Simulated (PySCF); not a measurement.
# Orbital picture of CH

PBE at R = 1.126 Å; H def2-TZVP, C def2-TZVP; no relativity (PySCF 2.14). State: ²Π (doublet), unpaired electrons π ↑. Only the outer orbitals are listed, counted within each symmetry.

| spin | orbital | occ. | ε (eV) | on H (%) | main shells (%) |
| --- | --- | --- | --- | --- | --- |
| α | 2σ | 1 | -16.06 | 22 | 70 C s, 22 H s |
| α | 3σ | 1 | -7.62 | 20 | 52 C p, 27 C s, 20 H s |
| α | 1π | 1 | -5.90 | 1 | 99 C p |
| α | 1π | 0 | -5.32 | 1 | 99 C p |
| β | 2σ | 1 | -15.07 | 28 | 64 C s, 27 H s, 8 C p |
| β | 3σ | 1 | -7.14 | 17 | 50 C p, 32 C s, 17 H s |
| β | 1π | 0 | -4.79 | 1 | 99 C p |
| β | 1π | 0 | -3.28 | 1 | 99 C p |

Question: Which are the highest filled and the lowest empty level, where do they sit, and how wide is the gap?

Answer: Highest filled α 1π at -5.90 eV (in %: 99 C p); lowest empty α 1π at -5.32 eV (in %: 99 C p); the gap at PBE is 0.58 eV. Both belong to one degenerate shell, split only by its one-sided filling, so this is no excitation gap.

The bond order (Mayer) is 0.90. The ⟨S²⟩ is 0.753 and the charge on H (Mulliken, basis-dependent) is 0.13. The charge on H (Löwdin, basis-dependent) is 0.07, the dipole moment (positive dipole means H(−)C(+)) is -1.46 D and the polarisability along the bond is 15.8 bohr³. The polarisability across the bond is 10.4 bohr³.

The state is the lowest determinant that a PBE0 search found; another state may lie lower at other levels.
